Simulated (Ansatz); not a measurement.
## hcp Pd (model structure)

All values below come from LDA in Ansatz (PAW).

Numerical settings: plane-wave cutoff 500 eV, 30×30×16 k mesh (along the axes of the cell as run), Fermi–Dirac smearing 0.1 eV, scalar-relativistic PAW data made under PBE.

Cell (relaxed at this level):

```
Pd
1.0
    1.35117    -2.34030     0.00000
    1.35117     2.34030     0.00000
    0.00000     0.00000     4.50162
Pd
2
Direct
  0.33333   0.66667   0.25000
  0.66667   0.33333   0.75000
```

- band gap: zero (no gap)

Note: the relaxation could raise the start's symmetry but not lower it, so the cell can be a saddle point.

Spin–orbit coupling is not included.

Static lattice: no zero-point or thermal effects.

It cost around 4 core-minutes (rough) of CPU time.

A model structure was made by putting elements into a prototype or built by hand; it is no filed structure, need not be a known phase, and can be a saddle point held by its symmetry.

Ansatz is an electronic-structure program.
